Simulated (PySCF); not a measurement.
## He: ionisation energy

He 1s2 (1S) → He+ 1s1 (2S), as a difference of total energies. All numbers are calculated (PySCF 2.14, scalar relativity by spin-free X2C-1e, in x2c-TZVPall). Correlated levels: valence: nothing frozen. The calculations carry no spin-orbit coupling.

```
           method  ionisation energy (eV)
              UHF                  23.449
           M06-2X                  24.677
             BP86                  24.841
    MP2 (valence)                  24.176
SCS-MP2 (valence)                  24.321
   CCSD (valence)                  24.349
```

Errors of the correlated levels include the incompleteness of this basis.

With two correlated electrons CCSD is exact in that space.

Which method comes closest to the reference value, and which is furthest?

The reference is 24.587 eV (measured; NIST Atomic Spectra Database, ionization energies). Closest: M06-2X (error 0.090 eV); furthest: UHF (error -1.138 eV).
